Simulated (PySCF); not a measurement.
Level sweep

C₂H₄F₂.
Atom-mapped SMILES: `[CH3:1][CH:2]([F:3])[F:4]` (hydrogens: H5, H6, H7 on C1; H8 on C2)

PySCF, dipoles from the SCF density, polarisabilities from static response with core orbitals frozen. Isolated species at its PBE0-D3(BJ)/def2-SVP geometry, gas phase.

Reference dipole: 2.262 D (measured, gas; NIST CCCBDB Release 22 (SRD 101), experimental dipoles). Reference dipole: 2.270 D (measured, unstated (gas or solution; conformer average); Muller, Mokrushina, Arlt, J. Chem. Eng. Data 57 (2012) 1231, supporting information). Errors are taken against the first value of each kind. The anisotropy is √(½[(α1 − α2)² + (α2 − α3)² + (α3 − α1)²]).

```tsv
level	μ (D)	error (%)	α (Å³)	anisotropy (Å³)
BHandHLYP/def2-SVPD	2.371	+4.8	4.16	0.25
CAM-B3LYP/def2-SVPD	2.311	+2.2	4.31	0.27
wB97X-D/def2-SVPD	2.267	+0.2	4.29	0.27
LC-wPBE/def2-SVPD	2.290	+1.2	4.24	0.27
PBE0/6-31G*	1.911	-15.5	3.43	0.10
PBE0/def2-SVP	2.074	-8.3	3.43	0.16
PBE0/6-31+G*	2.287	+1.1	3.93	0.16
PBE0/aug-cc-pVDZ	2.190	-3.2	4.37	0.31
PBE0/def2-TZVP	2.131	-5.8	4.03	0.19
PBE0/def2-TZVPD	2.179	-3.7	4.40	0.31
PBE0/aug-cc-pVTZ	2.181	-3.6	4.42	0.31
```

For the dipole, the smallest error is 0.2% (wB97X-D/def2-SVPD) and the largest 15.5% (PBE0/6-31G*). The dipole runs from 1.91 D (PBE0/6-31G*) to 2.37 D (BHandHLYP/def2-SVPD). No reference polarisability is at hand; against PBE0 in the largest diffuse basis at hand (aug-cc-pVTZ) the other PBE0 rows deviate by 6-31G* -22%, def2-SVP -22%, 6-31+G* -11%, aug-cc-pVDZ -1%, def2-TZVP -9%, def2-TZVPD 0%. In one basis (def2-SVPD) the functionals order the polarisability from BHandHLYP (lowest) to CAM-B3LYP (highest), a spread of 4%. With PBE0 the polarisability is 3.63 Å³ without diffuse functions (mean of 6-31G*, def2-SVP and def2-TZVP) and 4.28 Å³ with them (mean of 6-31+G*, aug-cc-pVDZ, def2-TZVPD and aug-cc-pVTZ). Measured values can belong to vibrating molecules and may average over conformers; the computed ones are for one fixed geometry.
